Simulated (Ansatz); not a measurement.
**Al₂P (quartet): from Hartree-Fock to the top rungs at a displaced geometry (v2), cc-pVDZ**

How much of the correlation energy of Al₂P (quartet) does each wave-function method recover here?

The runs use Ansatz 0.2.0, Gaussian basis; cc-pVDZ, core rule «outside noble gas», up to 15 orbitals frozen.

The runs, in order: UHF; CCSD(T) on ROHF; CCSD(T) on UHF; BCCD(T) on ROHF; CISD; CCSDT(Q) on ROHF; CCSDT(Q) on UHF.

38 further runs of the same task are left out: 14 for a known fault of the program, 11 that didn't finish, 13 set aside as unsound or not needed.

## 1. The geometry

The geometry is a PBE0/def2-TZVP stationary point (not a proven minimum) with its atoms shifted at random (size 0.100 Å).

3 atoms, charge 0, spin multiplicity 4.

Atoms are counted from 1 here; the program's logs count them from 0.

Bond lengths: Al1–P2 2.279 Å, Al1–Al3 2.670 Å, P2–Al3 2.282 Å. Angles: P2–Al1–Al3 54.2°, Al1–P2–Al3 71.7°, Al1–Al3–P2 54.1°.

## 2. UHF

Input file in.yaml:

```yaml
crystal:
  periodic: [false, false, false]
  atoms:
    - {symbol: Al, position_ang: [0.088160, -0.660714, -1.338012]}
    - {symbol: P, position_ang: [-0.076715, 1.172059, 0.006282]}
    - {symbol: Al, position_ang: [-0.000094, -0.684764, 1.330801]}
basis:
  gaussian: {orbitals: cc-pVDZ}
magnetization: {spin_polarized: true, initial_magnetization: 3}
hamiltonian: {xc: hf}
output: {orbitals: {seedname: orbitals}}
```

Command:

```
ansatz run in.yaml --threads 1 --pin off --events-out ev --progress --plain --max-ram 2393MiB
```

The runs that follow: CCSD(T) on ROHF; CCSD(T) on UHF; BCCD(T) on ROHF; CISD; CCSDT(Q) on ROHF; CCSDT(Q) on UHF.

**Question.** What will the summary of the whole plan be? Wanted: RCCSDT(Q) below the RHF energy; RMP2 from RCCSDT(Q); UMP2 from RCCSDT(Q); RCCSD from RCCSDT(Q); RCCSD(T) from RCCSDT(Q); UCCSD(T) from RCCSDT(Q); UCCSDT(Q) from RCCSDT(Q); T1 diagnostic.

As calculated:

```
                         quantity                      value
   RCCSDT(Q) below the RHF energy                 -6.6420 eV
              RMP2 from RCCSDT(Q)              +104.7 kJ/mol
              UMP2 from RCCSDT(Q)              +110.2 kJ/mol
             RCCSD from RCCSDT(Q)               +47.6 kJ/mol
          RCCSD(T) from RCCSDT(Q)                +7.5 kJ/mol
          UCCSD(T) from RCCSDT(Q)                +7.9 kJ/mol
         UCCSDT(Q) from RCCSDT(Q)                -0.5 kJ/mol
levels within 1 kcal/mol (43 meV)  RCCSDT, UCCSDT, UCCSDT(Q)
                    T1 diagnostic                      0.042
```

In words: RCCSD(T) misses by +7.5 kJ/mol, 1.2 % of the correlation energy. These misses are within one basis, not against nature; the frozen cores of restricted and unrestricted runs differ, which can shift their rows.
